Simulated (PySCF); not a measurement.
## Ionisation energy of N by level of theory

N [He] 2s2 2p3 [2p1/2^2 2p3/2^1, M_J = 3/2] → N+ [He] 2s2 2p2 [2p1/2^2, M_J = 0], as a difference of total energies. Calculation: PySCF 2.14, in x2c-TZVPall-2c; the two-component X2C-1e Hamiltonian. Correlated levels: 1s2 frozen. "Screened" scales the spin-orbit matrix elements by Boettger's factors to mimic the two-electron term; Breit and QED terms are absent.

| method | ionisation energy (eV) |
| --- | --- |
| GHF (spin-free) | 13.971 |
| GMP2 (spin-free) | 14.566 |
| GHF (screened spin-orbit) | 13.964 |
| GMP2 (screened spin-orbit) | 14.559 |

Question: How much does correlation contribute at GMP2 (screened spin-orbit)?

Answer: 14.559 − (13.964) = 0.595 eV, measured against GHF (screened spin-orbit).

Errors of the correlated levels include the incompleteness of this basis and the frozen core.

The labels give the starting determinants; with spin-orbit coupling the two ends relaxed to ⟨J²⟩ = 3.76, ⟨L²⟩ = 0.00, ⟨S²⟩ = 3.76 and ⟨J²⟩ = 2.00, ⟨L²⟩ = 2.00, ⟨S²⟩ = 2.00.

The determinant of N+ mixes levels of different J (the jj label is only the starting occupation), so the difference between spin-free and spin-orbit rows is not the physical spin-orbit shift.

For comparison: 14.534 eV (measured; NIST Atomic Spectra Database, ionization energies).
